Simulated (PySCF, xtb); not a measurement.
CN, SMILES N#[C] (connectivity only; charge and spin as stated), charge -1, multiplicity 1.

GFN2-xTB in xtb at its own geometry gives an orbital gap of 4.43 eV.

Coordinates come from a B3LYP-D3(BJ)/def2-TZVPD optimisation.

Task: What does PBE/def2-TZVPD run with PySCF give? (The exact figures need the calculation; the answer reports its results.)

Result: gap 5.30 eV (levels 0.12 and 5.42 eV).
